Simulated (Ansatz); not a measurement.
System: 2H MoTe2. Method: HSE06-D3(BJ) in Ansatz (plane waves, PAW).

Q: Give the computed interlayer binding energy, layer repeat distance and gap between the layers.

A: 
* **interlayer binding energy**: 60.3 meV/Å²
* **layer repeat distance**: 6.717 Å
* **gap between the layers**: 3.121 Å

Spin–orbit coupling is not included.

Static lattice: no zero-point or thermal effects.

Ansatz is a first-principles code.
